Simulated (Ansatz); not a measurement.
A run for Ansatz (a quantum-chemistry and plane-wave program): U-CCSD(T)/cc-pV(T+d)Z on CH3S (SMILES C[S]), 2S+1 = 2, atoms moved off the minimum. Files ending in .json are basis or fitting sets from the Basis Set Exchange.

Ansatz 0.2 input:
```yaml
crystal:
  periodic: [false, false, false]
  atoms:
    - {symbol: C, position_ang: [-1.23361614, -0.00979682, 0.01076671]}
    - {symbol: S, position_ang: [0.66364250, 0.03521746, -0.06341563]}
    - {symbol: H, position_ang: [-1.39277870, -0.65158814, -0.83899828]}
    - {symbol: H, position_ang: [-1.37626670, -0.49640589, 0.95677145]}
    - {symbol: H, position_ang: [-1.56643424, 0.94778746, -0.27074511]}
basis:
  gaussian:
    orbitals: cc-pV_T+d_Z.json
magnetization: {spin_polarized: true, initial_magnetization: 1}
correlation: {method: ccsd_t, electrons: outside_noble_gas}
scf: {omitted_lower_state_checks: [cluster_reference]}
output: {forces: true}
```

### Question
Predict the final total energy.

### Answer
-437.5165 hartree (reference determinant -437.1409, T1 diagnostic 0.012).

### Question
How many basis functions does it have, and what does it roughly cost on one machine?

### Answer
111 functions; roughly 5 core-minutes.
